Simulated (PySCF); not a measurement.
Ionisation energy of Al by level of theory

Al [Ne] 3s2 3p1 (2P) → Al⁺ [Ne] 3s2 (1S), as a difference of total energies. Calculation: PySCF 2.14, in ANO-RCC-VTZP (5s4p2d1f, 34 functions); scalar relativity by spin-free X2C-1e. Correlated levels: valence and next inner shell: 1s2 frozen. The calculations carry no spin-orbit coupling.

```tsv
method	ionisation energy (eV)	error (eV)
UHF	5.590	-0.387
MP2 (valence and next inner shell)	5.788	-0.189
SCS-MP2 (valence and next inner shell)	5.780	-0.197
CCSD (valence and next inner shell)	5.889	-0.088
CCSD(T) (valence and next inner shell)	5.914	-0.063
```

Reference: 5.977 eV (measured; NIST levels, between the centres of gravity of the two terms).

Errors of the correlated levels include the incompleteness of this basis and the frozen core.
